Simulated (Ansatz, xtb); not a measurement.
## Relative energy of two conformers of H6N2Si

We compare a, `NN[SiH3]`, a singlet, with b, `NN[SiH3]`, a singlet. Both are isolated molecules in the gas phase, relaxed with r2SCAN-D4/def2-SVP.

a (Å):

```yaml
atoms:
  - { symbol: N, position_ang: [0.1999, 0.7626, -0.3433] }
  - { symbol: N, position_ang: [-0.0637, 1.1617, -1.6652] }
  - { symbol: Si, position_ang: [0.1245, -0.9345, -0.0083] }
  - { symbol: H, position_ang: [0.6147, 1.4451, 0.2902] }
  - { symbol: H, position_ang: [-0.7766, 1.8930, -1.6857] }
  - { symbol: H, position_ang: [0.7755, 1.5306, -2.1178] }
  - { symbol: H, position_ang: [1.0876, -1.7535, -0.8141] }
  - { symbol: H, position_ang: [0.4709, -1.0731, 1.4406] }
  - { symbol: H, position_ang: [-1.2404, -1.4901, -0.2561] }
```

b (Å):

```
atom    x (Å)    y (Å)    z (Å)
   N   0.2611   1.3420  -1.6946
   N  -0.1375   0.8933  -0.4190
  Si   0.1054  -0.7201   0.1540
   H   1.2696   1.2220  -1.8141
   H  -0.1995   0.7923  -2.4235
   H  -0.5755   1.6235   0.1324
   H   1.5574  -1.0994   0.1692
   H  -0.4508  -0.7875   1.5381
   H  -0.5745  -1.7333  -0.7194
```

Problem. Estimate which is lower in electronic energy at CCSD(T)/def2-TZVP, and by roughly how much.

Solution. Too close to call at this level: CCSD(T)/def2-TZVP gives E(b) − E(a) = +1.76 kJ/mol.

Level by level:

```
             level            geometry  E(b) − E(a) (kJ/mol)  departure from the last row (kJ/mol)  job, with rough time for the two
r2SCAN-D4/def2-SVP  r2SCAN-D4/def2-SVP                   +1.29                                 −0.47                optimisation, 55 s
      HF/def2-TZVP  r2SCAN-D4/def2-SVP                   +3.39                                 +1.63           part of the CCSD(T) run
     MP2/def2-TZVP  r2SCAN-D4/def2-SVP                   +1.96                                 +0.20           part of the CCSD(T) run
 CCSD(T)/def2-TZVP  r2SCAN-D4/def2-SVP                   +1.76                                                      single point, 32 s
```

The largest departure from CCSD(T)/def2-TZVP is that of HF/def2-TZVP, 1.63 kJ/mol. Levels run at GFN2-xTB geometries aren't shown.

With harmonic frequencies from r2SCAN-D4/def2-SVP (ideal gas, rigid rotor, one conformer each, 298.15 K, 1 atm): on the last row, ΔE + ΔZPE = +1.17, ΔH = +1.67, ΔG = −0.20 kJ/mol.

The correlated steps freeze 7 core orbitals. Mirror images aren't counted in ΔG. Run with Ansatz 0.2.0; the last row on 1 thread of Arm Neoverse V2 on a shared host.
